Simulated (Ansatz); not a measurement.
# H5NSSi: the cost of one run

All numbers below are computed with Ansatz 0.2.0 (UKS PBE-D4/6-31G).

## 1. The starting structure

Bond lengths: N1–Si2 1.637 Å, Si2–S3 2.128 Å, N1–H4 0.968 Å, N1–H5 1.054 Å, Si2–H6 1.492 Å, Si2–H7 1.493 Å, S3–H8 1.398 Å. Angles: N1–Si2–S3 103.3°, N1–Si2–H6 109.7°, N1–Si2–H7 108.4°, S3–Si2–H6 110.9°, S3–Si2–H7 111.1°, H6–Si2–H7 113.0°, Si2–N1–H4 110.5°, Si2–N1–H5 109.8°, H4–N1–H5 105.7°, Si2–S3–H8 93.6°.

Structure file:

```xyz
8

N    -0.6334    0.5680   -1.1402
Si    0.5101    0.1707   -0.0377
S    -0.5314   -1.1022    1.3131
H    -0.9938   -0.2276   -1.5564
H    -1.4480    1.0322   -0.6576
H     0.9899    1.4020    0.6547
H     1.6020   -0.5680   -0.7380
H     0.5966   -1.3322    2.1062
```

## 2. Preparing the start

Input file input.yaml:

```yaml
crystal:
  periodic: [false, false, false]
  atoms:
    - { symbol: "N", position_ang: [-0.6334, 0.568, -1.1402] }
    - { symbol: Si, position_ang: [0.5101, 0.1707, -0.0377] }
    - { symbol: S, position_ang: [-0.5314, -1.1022, 1.3131] }
    - { symbol: H, position_ang: [-0.9938, -0.2276, -1.5564] }
    - { symbol: H, position_ang: [-1.448, 1.0322, -0.6576] }
    - { symbol: H, position_ang: [0.9899, 1.402, 0.6547] }
    - { symbol: H, position_ang: [1.602, -0.568, -0.738] }
    - { symbol: H, position_ang: [0.5966, -1.3322, 2.1062] }
magnetization:
  spin_polarized: true
basis:
  gaussian: { orbitals: "6-31G" }
hamiltonian:
  xc: pbe
  dispersion: d4
relax:
  f_tol: 0.02
  max_steps: 40
```

Launch:

```sh
$ ansatz run input.yaml --threads 1 --pin off --max-ram 2048MiB --backend cpu --events-out ev --progress --plain --runs-dir out
```

What time and memory should one allow on 1 thread of Arm Neoverse V2, shared host?

About 45 s, with a peak of 0.14 GiB.
